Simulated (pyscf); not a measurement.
Single points on ωB97X-D3(BJ)/def2-SVP structures (PySCF, gas phase).

Question: H₃C–NH–CH₃ + HO–SiH₃ -> H₃C–N(CH₃)–SiH₃ + H₂O
Surface: singlet. Broken: H–N, O–Si. Formed: N–Si, H–O. Give ΔE‡ and ΔE from ωB97M-D3(BJ)/def2-TZVP, relative to the separated reactants.

Answer: ΔE‡ = 24.6 kcal/mol, ΔE = +10.3 kcal/mol. Zero-point energy shifts the barrier by -0.7 kcal/mol. It is a four-centre exchange, with an imaginary mode of 1117i cm⁻¹. On the reactant side the descent ends in a bound adduct, 8.9 kcal/mol under the separated species and 32.3 kcal/mol under the saddle at ωB97X-D3(BJ)/def2-TZVP. On the product side the descent ends in a complex, 5.7 kcal/mol under the separated species and 20.0 kcal/mol under the saddle at ωB97X-D3(BJ)/def2-TZVP. H₃C–NH–CH₃ lies 7.8 kcal/mol over its isomer H₃C–CH₂–NH₂ (electronic energy, ωB97M-D3(BJ)/def2-TZVP). One saddle was located; it need not be the lowest between these sides.
